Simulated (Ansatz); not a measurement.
Geometry optimisation, Ansatz, UKS BHLYP-D4/def2-SVP.

Input file:

```yaml
crystal:
  periodic: [false, false, false]
  atoms:
    - { symbol: F, position_ang: [-1.029, -1.3949, 0.7818] }
    - { symbol: C, position_ang: [-0.7164, -0.5075, -0.2089] }
    - { symbol: C, position_ang: [0.5426, -0.4348, -0.5593] }
    - { symbol: C, position_ang: [0.028, 0.7724, -0.0678] }
    - { symbol: H, position_ang: [1.3097, -1.1163, -0.1442] }
    - { symbol: H, position_ang: [0.1863, 1.0902, 0.9404] }
    - { symbol: H, position_ang: [-0.2599, 1.5229, -0.7876] }
magnetization:
  spin_polarized: true
basis:
  gaussian: { orbitals: def2-SVP }
hamiltonian:
  xc: { name: BHLYP }
  dispersion: d4
relax:
  f_tol: 0.02
  max_steps: 50
```

Launched with:

```bash
$ ansatz run input.yaml --threads 2 --pin off --max-ram 3072MiB --backend cpu --events-out ev --progress --plain --runs-dir out
```

Question: Where does it end, and by what steps?

Answer: It converged. After 10 steps the energy has fallen by 1.655 eV; F1 moved furthest, 0.60 Å.

```tsv
step	energy less start (eV)	largest force component (eV/Å)	accepted
0	0.0000	3.446	yes
1	-0.5383	1.989	yes
2	-1.0448	1.934	yes
3	-1.4862	0.983	yes
4	-1.5713	0.771	yes
5	-1.6277	0.776	yes
6	-1.6250	1.236	no
7	-1.6442	0.600	yes
8	-1.6550	0.055	yes
9	-1.6542	0.192	no
10	-1.6551	0.008	yes
```

```xyz
7
Properties=species:S:1:pos:R:3
F -1.561 -1.313 0.514
C -0.525 -0.611 0.167
C 0.679 -0.583 -0.258
C -0.029 0.755 0.027
H 1.598 -1.031 -0.595
H 0.253 1.335 0.911
H -0.354 1.379 -0.811
```

Time of the run: 19 s on 2 threads of Arm Neoverse V2 (shared host), peak memory 0.17 GiB.
